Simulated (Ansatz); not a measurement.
Isomers of C5H10O, relaxed with PBE0-D4/def2-TZVP in Ansatz; electronic energies, one conformer each and not always the lowest. Functionals use def2-TZVPP; CBS adds triple-zeta CCSD(T) − MP2 to the MP2 limit of def2-TZVPP and def2-QZVPP.

Order them by energy at frozen-core CCSD(T)/CBS, lowest first. (An estimate is asked.)
A. `CC(C)=C(C)O`
B. `CC1(C)COC1`
C. `CC(=O)C(C)C`
D. `C1CCOCC1`
E. `OC1CCCC1`

C (0.0 kJ/mol), E (9.4 kJ/mol), D (26.2 kJ/mol), A (41.7 kJ/mol), B (109.7 kJ/mol).

How do B3LYP-D4, r2SCAN-D4, MP2/CBS(def2), PBE0-D4 place them (kJ/mol, against `CC(=O)C(C)C`)? (An estimate is asked.)

Ansatz gave: 
```
       isomer  B3LYP-D4  r2SCAN-D4  MP2/CBS(def2)  PBE0-D4
   `C1CCOCC1`      35.8       30.0           25.7     18.0
 `CC1(C)COC1`     119.1      115.8          110.0    102.6
   `OC1CCCC1`      27.4       18.4            4.4      3.4
`CC(C)=C(C)O`      41.1       40.2           40.0     37.5
```

B3LYP here is the variant with VWN-RPA as its local correlation; programs differ in this.
